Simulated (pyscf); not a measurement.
SiH₄ (SMILES [SiH4]) + HF (SMILES F) + HF (SMILES F) → F–SiH₃ (SMILES F[SiH3]) + H₂ (SMILES [H][H]) + HF (SMILES F) (multi-bond step; singlet surface; H–Si, F–H, F–H broken, F–Si, H–H, F–H formed). PySCF, gas phase, ωB97X-D3(BJ)/def2-SVP geometries. Energies in kcal/mol from the separated reactants.

```csv
level,barrier,reaction energy
ωB97X-D3(BJ)/def2-TZVP,22.6,-26.0
PBE/def2-TZVP,13.3,-24.5
r²SCAN/def2-TZVP,14.9,-27.3
PBE0-D3(BJ)/def2-TZVP,18.8,-23.9
ωB97M-D3(BJ)/def2-TZVP,22.1,-25.9
HF/def2-TZVP,49.4,-26.0
```

The functionals in the table span 9.2 kcal/mol in this barrier, from PBE to ωB97X-D3(BJ)/def2-TZVP. On the reactant side the descent ends in a bound adduct, 8.6 kcal/mol under the separated species and 31.2 kcal/mol under the saddle at ωB97X-D3(BJ)/def2-TZVP. On the product side the descent ends in a complex (not fully relaxed), 5.7 kcal/mol under the separated species and 54.2 kcal/mol under the saddle at ωB97X-D3(BJ)/def2-TZVP. One saddle was located; it need not be the lowest between these sides.
